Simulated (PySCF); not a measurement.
Molecule: `C/C=C1\C[C@H]1O`, C5H8O.

Bonds (- single, = double, # triple, : aromatic): C1-C2 1.493 Å, C2=C3 1.328 Å, C3-C4 1.472 Å, C4-C5 1.530 Å, C5-O6 1.386 Å, C5-C3 1.459 Å. C1 carries H7, H8, H9; C2 carries H10; C4 carries H11, H12; C5 carries H13; O6 carries H14. Stereochemistry as in C/C=C1\C[C@H]1O. H11 is cis to O6 on the ring; H12 is trans to O6 on the ring.

Geometry PBE0-D3(BJ)/def2-SVP throughout; GIAO in PySCF 2.14, gas phase, one conformer, non-relativistic; equivalent atoms averaged; basis pcSseg-1.

For orientation, KT2 gives these absolute shieldings σ: C2 63.8, C5 131.5, C4 168.1, O6 273.8, H10 24.87, H13 27.32, H7/H8/H9 29.24, H11 30.39, H14 31.90 ppm.

A run gave: C2 58.2, C5 140.2, C4 175.3, O6 303.7, H10 24.97, H13 27.71, H7/H8/H9 29.44, H11 30.50, H14 31.79 ppm (absolute shieldings σ).

Q: Which functional was used in that run?
A. PBE
B. WP04
C. BLYP
D. HF
E. LC-wPBE

A: E. C5 tells them apart best: LC-wPBE gives 140.2, HF gives 150.6, BLYP gives 121.6, PBE gives 127.0, WP04 gives 121.1 ppm.
